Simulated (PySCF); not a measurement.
**One shape, several levels: CH5FSi (SMILES [H][Si]([H])(C)F)**

Aim: a comparison of 4 runs (HF/STO-3G, HF/3-21G, B3LYP/6-31G*) of CH5FSi. Input form: a Python script.

The results are computed with PySCF 2.14.0.

1 further run of the same task is left out (set aside as unsound or not needed).

**1. Starting point**

CH5FSi has 8 atoms, charge 0, and is taken as a singlet. As SMILES, `[H][Si]([H])(C)F`. The coordinates come from a GFN2-xTB relaxation.

Bond lengths: Si1–C4 1.890 Å, Si1–F8 1.613 Å, Si1–H2 1.456 Å, Si1–H3 1.456 Å, C4–H5 1.085 Å, C4–H6 1.087 Å, C4–H7 1.088 Å. Some angles: C4–Si1–F8 107.5°, Si1–C4–H5 111.5°, Si1–C4–H6 111.2°, Si1–C4–H7 111.2°, H2–Si1–C4 112.8°, H2–Si1–F8 104.4°, H3–Si1–C4 112.9°, H3–Si1–F8 104.4°, H5–C4–H6 107.7°, H5–C4–H7 107.6°.

**2. Energy and forces at HF/STO-3G (run 1)**

Contents of calc.py:

```python
from pyscf import gto

mol = gto.M(
    atom='''
Si     0.887756    -1.284768     0.638803
H      0.771197    -1.485438     3.380153
H      3.427718    -1.526445    -0.388830
C     -0.852815     1.569720    -0.617109
H     -0.040213     3.316564     0.086304
H     -2.831225     1.535856    -0.063929
H     -0.787033     1.637372    -2.670353
F     -0.575384    -3.762842    -0.365057
''',
    verbose=4,
    unit='bohr',
    basis='sto-3g',
    max_memory=1860,
)

mf = mol.RHF()
mf.conv_tol = 1e-10
mf.kernel()
if not mf.converged:
    mf = mf.newton().run(mf.mo_coeff, mf.mo_occ)

e_final = mf.e_tot
print('E(%s) = %.9f' % ('HF', e_final))
grad = mf.nuc_grad_method().kernel()
mf.analyze()
```

On the command line:

```
OMP_NUM_THREADS=1 python calc.py
```

Log:

```text
PySCF version 2.14.0

[... 73 lines left out ...]
Nuclear Repulsion Energy =             115.443266867608784
[... 2 lines left out ...]
Two-electron Coulomb Energy =          319.115037638586102
[... 4 lines left out ...]
MO #2   energy= -25.8035616172014  occ= 2
[... 2 lines left out ...]
MO #5   energy= -4.02719533839836  occ= 2
[... 2 lines left out ...]
MO #8   energy= -1.41703769109395  occ= 2
[... 2 lines left out ...]
MO #11  energy= -0.535526800530021 occ= 2
[... 2 lines left out ...]
MO #14  energy= -0.468394707988418 occ= 2
[... 2 lines left out ...]
MO #17  energy= -0.365227104552353 occ= 2
[... 2 lines left out ...]
MO #20  energy= 0.572158574872719  occ= 0
MO #21  energy= 0.573203425273266  occ= 0
MO #22  energy= 0.732436685598024  occ= 0
MO #23  energy= 0.743852086004633  occ= 0
MO #24  energy= 0.762796707613286  occ= 0
 ** Mulliken pop on meta-lowdin orthogonal AOs  **
 ** Mulliken pop  **
pop of  0 Si 1s           2.00000
pop of  0 Si 2s           1.99988
pop of  0 Si 3s           1.07845
pop of  0 Si 2px          1.99905
pop of  0 Si 2py          1.99926
pop of  0 Si 2pz          1.99897
pop of  0 Si 3px          0.74165
pop of  0 Si 3py          0.64878
pop of  0 Si 3pz          0.77398
pop of  1 H 1s            1.15193
pop of  2 H 1s            1.15179
pop of  3 C 1s            1.99977
pop of  3 C 2s            1.05727
pop of  3 C 2px           1.06287
pop of  3 C 2py           1.10080
pop of  3 C 2pz           1.05262
pop of  4 H 1s            0.96763
pop of  5 H 1s            0.96502
pop of  6 H 1s            0.96556
pop of  7 F 1s            1.99996
pop of  7 F 2s            1.89205
pop of  7 F 2px           1.84994
pop of  7 F 2py           1.63495
pop of  7 F 2pz           1.90784
 ** Mulliken atomic charges  **
charge of    0Si =      0.75998
charge of    1H =     -0.15193
charge of    2H =     -0.15179
charge of    3C =     -0.27333
charge of    4H =      0.03237
charge of    5H =      0.03498
charge of    6H =      0.03444
charge of    7F =     -0.28473
Dipole moment(X, Y, Z, Debye):  0.59640,  1.19178,  0.40572
```

Run time: 1.6 s. Hardware: 1 thread of Intel Xeon at 2.70GHz, shared host; peak memory 0.12 GiB.

**3. Energy and forces at HF/3-21G (run 2)**

Contents of run.py:

```python
# SiH2MeF
import pyscf.grad
from pyscf import gto

molecule = gto.M(
    atom='''
Si       0.469780      -0.679870       0.338040
H        0.408100      -0.786060       1.788700
H        1.813870      -0.807760      -0.205760
C       -0.451290       0.830660      -0.326560
H       -0.021280       1.755050       0.045670
H       -1.498220       0.812740      -0.033830
H       -0.416480       0.866460      -1.413090
F       -0.304480      -1.991210      -0.193180
''',
    max_memory=1860,
    basis='3-21g',
    spin=0,
    charge=0,
    verbose=3,
)

calc0 = molecule.RHF()
calc0.conv_tol = 1e-10
calc0.kernel()
if not calc0.converged:
    calc0 = calc0.newton().run(calc0.mo_coeff, calc0.mo_occ)

energy = calc0.e_tot
print('E(%s) = %.9f' % ('HF', energy))
grad = calc0.Gradients().kernel()
calc0.analyze()
```

On the command line:

```
OMP_NUM_THREADS=1 python run.py
```

Log:

```text
converged SCF energy = -426.918985376302
E(HF) = -426.918985376
--------------- RHF gradients ---------------
         x                y                z
0 Si     0.0079285765    -0.0027794640     0.0052841052
1 H    -0.0044365451    -0.0063852816    -0.0106996706
2 H    -0.0117533447    -0.0063195807    -0.0005006134
3 C    -0.0015923774    -0.0047772112    -0.0002046784
4 H    -0.0004830505    -0.0007752055    -0.0004633645
5 H    -0.0015617170     0.0007896774    -0.0003322665
6 H    -0.0003881156     0.0008958324    -0.0016670306
7 F     0.0122865737     0.0193512332     0.0085835187
----------------------------------------------
**** MO energy ****
MO #1   energy= -68.345204595762   occ= 2
MO #2   energy= -26.1098259216179  occ= 2
MO #3   energy= -11.1629618815553  occ= 2
MO #4   energy= -6.14905738682255  occ= 2
MO #5   energy= -4.24536492646584  occ= 2
MO #6   energy= -4.24531222057694  occ= 2
MO #7   energy= -4.24446464728632  occ= 2
MO #8   energy= -1.53754197837245  occ= 2
MO #9   energy= -0.964943933896752 occ= 2
MO #10  energy= -0.739306425555941 occ= 2
MO #11  energy= -0.626958763884923 occ= 2
MO #12  energy= -0.622479415411101 occ= 2
MO #13  energy= -0.596068701097562 occ= 2
MO #14  energy= -0.567974541759109 occ= 2
MO #15  energy= -0.558560504376509 occ= 2
MO #16  energy= -0.4779957971827   occ= 2
MO #17  energy= -0.459277932940345 occ= 2
MO #18  energy= 0.166673782815606  occ= 0
MO #19  energy= 0.214083547689976  occ= 0
MO #20  energy= 0.269783725675341  occ= 0
MO #21  energy= 0.284702871451668  occ= 0
MO #22  energy= 0.319649729107088  occ= 0
MO #23  energy= 0.322563311505462  occ= 0
MO #24  energy= 0.341163664256355  occ= 0
MO #25  energy= 0.466109157670143  occ= 0
MO #26  energy= 0.478843474924047  occ= 0
MO #27  energy= 0.566043074311076  occ= 0
MO #28  energy= 0.640421479198532  occ= 0
MO #29  energy= 0.978835931766097  occ= 0
MO #30  energy= 1.01902346231672   occ= 0
MO #31  energy= 1.07542814057185   occ= 0
MO #32  energy= 1.3032788398914    occ= 0
MO #33  energy= 1.30832971793442   occ= 0
MO #34  energy= 1.35775481432944   occ= 0
MO #35  energy= 1.38420056478855   occ= 0
MO #36  energy= 1.40235787430299   occ= 0
MO #37  energy= 1.96368156727479   occ= 0
MO #38  energy= 2.32908151401751   occ= 0
MO #39  energy= 2.34848641635587   occ= 0
MO #40  energy= 2.46200855144187   occ= 0
MO #41  energy= 3.81926427055439   occ= 0
 ** Mulliken atomic charges  **
charge of    0Si =      0.99864
charge of    1H =     -0.13858
charge of    2H =     -0.13838
charge of    3C =     -0.56133
charge of    4H =      0.10991
charge of    5H =      0.11501
charge of    6H =      0.11379
charge of    7F =     -0.49906
Dipole moment(X, Y, Z, Debye):  0.72127,  2.20482,  0.48211
```

Run time: 1.6 s. Hardware: 1 thread of Intel Xeon at 2.70GHz, shared host; peak memory 0.12 GiB.

Run 3 isn't shown in full; the table further down has it.

**4. Energy and gradient at B3LYP/6-31G(d) (Cartesian functions) (run 4)**

Contents of run.py:

```python
from pyscf import gto, dft

system = gto.M(
    atom=[
    ('Si', (0.469780, -0.679870, 0.338040)),
    ('H', (0.408100, -0.786060, 1.788700)),
    ('H', (1.813870, -0.807760, -0.205760)),
    ('C', (-0.451290, 0.830660, -0.326560)),
    ('H', (-0.021280, 1.755050, 0.045670)),
    ('H', (-1.498220, 0.812740, -0.033830)),
    ('H', (-0.416480, 0.866460, -1.413090)),
    ('F', (-0.304480, -1.991210, -0.193180)),
],
    max_memory=1860,
    verbose=3,
    cart=True,
    basis='6-31g*',
    spin=0,
    charge=0,
)

myscf = dft.RKS(system, xc='b3lyp')
myscf.conv_tol = 1e-10
myscf.grids.level = 5
myscf.kernel()
if not myscf.converged:
    myscf = myscf.newton().run(myscf.mo_coeff, myscf.mo_occ)

e_final = myscf.e_tot
print('Final energy', e_final)
grad = myscf.nuc_grad_method().kernel()
myscf.analyze()
```

On the command line:

```
OMP_NUM_THREADS=1 python run.py
```

Log:

```text
converged SCF energy = -430.510652339908
Final energy -430.51065233990767
--------------- RKS gradients ---------------
         x                y                z
0 Si     0.0191911206     0.0005657460     0.0132057231
1 H    -0.0039871124    -0.0043827794    -0.0126427270
2 H    -0.0134203570    -0.0042854576     0.0005314493
3 C    -0.0070731615     0.0069261573    -0.0042276521
4 H    -0.0031966283    -0.0068482765    -0.0027924540
5 H     0.0050708486     0.0012187660    -0.0026601193
6 H    -0.0010638481     0.0009365571     0.0053533615
7 F     0.0044788886     0.0058565400     0.0032101680
----------------------------------------------
**** MO energy ****
MO #1   energy= -66.1587187972127  occ= 2
MO #2   energy= -24.6660651858068  occ= 2
MO #3   energy= -10.1756684023602  occ= 2
MO #4   energy= -5.30566073718654  occ= 2
MO #5   energy= -3.66663353347177  occ= 2
MO #6   energy= -3.66320531978479  occ= 2
MO #7   energy= -3.6628140514495   occ= 2
MO #8   energy= -1.15635160421454  occ= 2
MO #9   energy= -0.707285845359208 occ= 2
MO #10  energy= -0.5366195035763   occ= 2
MO #11  energy= -0.439029928200004 occ= 2
MO #12  energy= -0.433951293349611 occ= 2
MO #13  energy= -0.41498055795079  occ= 2
MO #14  energy= -0.402313932155478 occ= 2
MO #15  energy= -0.400816875644625 occ= 2
MO #16  energy= -0.333507193563331 occ= 2
MO #17  energy= -0.319880356147159 occ= 2
MO #18  energy= 0.0210266211365377 occ= 0
MO #19  energy= 0.0644123063325361 occ= 0
MO #20  energy= 0.119450211306587  occ= 0
MO #21  energy= 0.122248067187131  occ= 0
MO #22  energy= 0.142269583573879  occ= 0
MO #23  energy= 0.148012418237319  occ= 0
MO #24  energy= 0.157151268102925  occ= 0
MO #25  energy= 0.235513848438453  occ= 0
MO #26  energy= 0.243515027901132  occ= 0
MO #27  energy= 0.313802356711361  occ= 0
MO #28  energy= 0.350270642292281  occ= 0
MO #29  energy= 0.503974334465911  occ= 0
MO #30  energy= 0.535807989130009  occ= 0
MO #31  energy= 0.569668881519009  occ= 0
MO #32  energy= 0.659848275148661  occ= 0
MO #33  energy= 0.727037218834623  occ= 0
MO #34  energy= 0.743424882409171  occ= 0
MO #35  energy= 0.753333666989348  occ= 0
MO #36  energy= 0.875160361840642  occ= 0
MO #37  energy= 0.881760834500127  occ= 0
MO #38  energy= 0.896381271044306  occ= 0
MO #39  energy= 0.993724899204556  occ= 0
MO #40  energy= 1.08878420003262   occ= 0
MO #41  energy= 1.1648177499352    occ= 0
MO #42  energy= 1.1662070388198    occ= 0
MO #43  energy= 1.31022347939938   occ= 0
MO #44  energy= 1.31879372947717   occ= 0
MO #45  energy= 1.3277587699666    occ= 0
MO #46  energy= 1.64057092273804   occ= 0
MO #47  energy= 1.71233871040169   occ= 0
MO #48  energy= 1.71637576372971   occ= 0
MO #49  energy= 1.86363267648969   occ= 0
MO #50  energy= 1.87261409062877   occ= 0
MO #51  energy= 2.01518973847218   occ= 0
MO #52  energy= 2.03998346438857   occ= 0
MO #53  energy= 2.16141701476364   occ= 0
MO #54  energy= 2.26611924906204   occ= 0
MO #55  energy= 2.26828266062659   occ= 0
MO #56  energy= 2.82844023747956   occ= 0
MO #57  energy= 2.95144245297498   occ= 0
MO #58  energy= 4.15383826347595   occ= 0
MO #59  energy= 4.1709135929931    occ= 0
 ** Mulliken atomic charges  **
charge of    0Si =      0.93536
charge of    1H =     -0.12078
charge of    2H =     -0.12054
charge of    3C =     -0.56840
charge of    4H =      0.11920
charge of    5H =      0.12207
charge of    6H =      0.12107
charge of    7F =     -0.48799
Dipole moment(X, Y, Z, Debye):  0.38652,  1.79493,  0.25056
```

Run time: 22 s. Hardware: 1 thread of Intel Xeon at 2.70GHz, shared host; peak memory 0.6 GiB.

**5. The series**

| run | level | integration grid | Cartesian functions | energy (Eh) | dipole moment (D) | HOMO energy (eV) | LUMO energy (eV) | wall time |
| --- | --- | --- | --- | --- | --- | --- | --- | --- |
| 1 | HF/STO-3G | – | no | -423.984665 | 1.39 | -9.94 | 12.78 | 1.6 s |
| 2 | HF/3-21G | – | no | -426.918985 | 2.37 | -12.50 | 4.54 | 1.6 s |
| 3 | B3LYP/6-31G* (spherical functions) | 5 | no | -430.507037 | 1.85 | -8.70 | 0.61 | 19 s |
| 4 | B3LYP/6-31G* (Cartesian functions) | 5 | yes | -430.510652 | 1.85 | -8.70 | 0.57 | 22 s |

**6. What came out**

| quantity | value |
| --- | --- |
| run 4: total energy | -430.51065 Eh |
| run 4: dipole moment | 1.85 D |
| run 4: HOMO energy | -8.70 eV |
| run 4: LUMO energy | 0.57 eV |
| run 4: HOMO–LUMO gap | 9.28 eV |
| run 4: largest force on an atom | 1.198 eV/Å |

What this shows: The dipole moment (its size) runs from 1.39 D (HF/STO-3G) to 2.37 D (HF/3-21G). The HOMO–LUMO gap runs from 9.28 eV (B3LYP/6-31G*) to 22.72 eV (HF/STO-3G). The two ends differ in method and basis. In run 1 the basis is minimal, so the values are rough. All runs together took 44 s, the longest 22 s.
